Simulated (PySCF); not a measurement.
Gas-phase reaction: 4 (CH3)3SiH → SiH4 + 3 Si(CH3)4

Computed with PySCF and rigid-rotor harmonic-oscillator thermochemistry at 1 bar. † marks an energy on the PBE0/def2-TZVP geometry and frequencies; other levels use their own. CCSD(T) freezes the core. 6-31G* has spherical d functions here. All species are closed-shell singlets. CCSD(T) isn't extrapolated to the basis-set limit. The harmonic model lacks anharmonicity and excited electronic states, which grow with temperature; levels with a mode under 35 cm⁻¹ are left out. Internal rotation in (CH3)3SiH, Si(CH3)4 is treated as a harmonic vibration of one conformer, which makes the entropy rough.

ΔH° and ΔS° at 298 K: CCSD(T)/def2-SVP† -16 kJ, -51 J/K; HF/6-31G* -1 kJ, -53 J/K; PBE0/def2-TZVP -2 kJ, -51 J/K.

Task: With the heat capacities included, give log10 K (1 bar) at 500, 600, 1000, 1800, 2500 K from CCSD(T)/def2-SVP†, HF/6-31G*, PBE0/def2-TZVP.

Result: 
```
T (K)  CCSD(T)/def2-SVP†  HF/6-31G*  PBE0/def2-TZVP
-----  -----------------  ---------  --------------
500                 -1.0       -2.6            -2.4
600                 -1.2       -2.6            -2.4
1000                -1.7       -2.6            -2.4
1800                -2.0       -2.6            -2.4
2500                -2.1       -2.5            -2.4
```
